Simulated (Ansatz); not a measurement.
We consider rock-salt BaTe, described by Hartree–Fock (PAW; Ansatz, a quantum-chemistry and plane-wave program).

Numerical settings: plane-wave cutoff 460 eV, 6×6×6 k mesh, Fermi–Dirac smearing 0.01 eV, scalar-relativistic PAW data made under PBE.

Energies at three volumes about the minimum:

```tsv
V (Å³/atom)	E − E_lowest (meV/atom)
47.975	2.96
49.336	0.00
50.570	2.54
```

Fit a parabola by hand: where is the minimum, what lattice constant follows, and what is the bulk modulus?

Slopes: (0.00 − 2.96)/(49.336 − 47.975) = -2.175 and (2.54 − 0.00)/(50.570 − 49.336) = 2.058 meV/Å³. Curvature E″ = 2 × (2.058 − (-2.175))/(50.570 − 47.975) = 3.262 meV/Å⁶. From the middle of the first interval, the slope vanishes at V0 = 48.6555 − (-2.175)/3.262 = 49.322 Å³/atom. B = V0 E″ = 49.322 × 3.262 meV/Å³ × 0.1602 GPa per meV/Å³ = 25.8 GPa. With 8 atoms in the cube, a = (8 × 49.322)^(1/3) = 7.335 Å. The full Birch–Murnaghan fit to all volumes gives V0 = 49.292 Å³/atom and B0 = 25.7 GPa.

Measured, for comparison: lattice constant a 7.007 Å (room temperature, not corrected to a static lattice; as tabulated in Lucero et al. (2012), arXiv:1111.4515).

Note: the cell is over a tenth larger than the published one: the level's own overestimate first of all, though another phase or state, or a fault of the published cell, is possible.
